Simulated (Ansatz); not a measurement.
Input file:

```yaml
crystal:
  periodic: [false, false, false]
  atoms:
    - {symbol: C, position_ang: [-0.013171, -1.194409, 1.751956]}
    - {symbol: Ga, position_ang: [-0.014004, 0.276934, 0.503447]}
    - {symbol: Cl, position_ang: [0.033960, -0.189995, -1.610208]}
    - {symbol: H, position_ang: [-0.068817, 1.758918, 0.935199]}
basis:
  gaussian: {orbitals: cc-pVDZ}
magnetization: {spin_polarized: false, initial_magnetization: 3}
correlation: {method: ccsd(t), electrons: valence}
```

```sh
$ ansatz run in.yaml --threads 1 --pin off --events-out ev --progress --plain --max-ram 2393MiB
```

(1) One thing in this input was set wrong on purpose, beside settings that are merely unusual. What is the gravest fault, and what does the program do?

## Answers

(1) A method name that the input doesn't accept. How the run ends: refused.
```
Error: YAML parse error: error: line 11 column 23: unknown variant `ccsd(t)`, expected one of mp2, rpa, ccsd, ccsd_t, bccd, bccd_t, ccsdt, ccsdt_q, ccsdt_q_b, ccsdtq, fci, sc_nevpt2, fic_nevpt4_sd, fic_mrcisd_q, fic_mrcisd_q_relaxed
  --> <input>:11:23
   |
 9 |   gaussian: {orbitals: cc-pVDZ}
10 | magnetization: {spin_polarized: false, initial_magnetization: 3}
11 | correlation: {method: ccsd(t), electrons: valence}
   |                       ^ unknown variant `ccsd(t)`, expected one of mp2, rpa, ccsd, ccsd_t, bccd, bccd_t, ccsdt, ccsdt_q, ccsdt_q_b, ccsdtq, fci, sc_nevpt2, fic_nevpt4_sd, fic_mrcisd_q, fic_mrcisd_q_relaxed
```
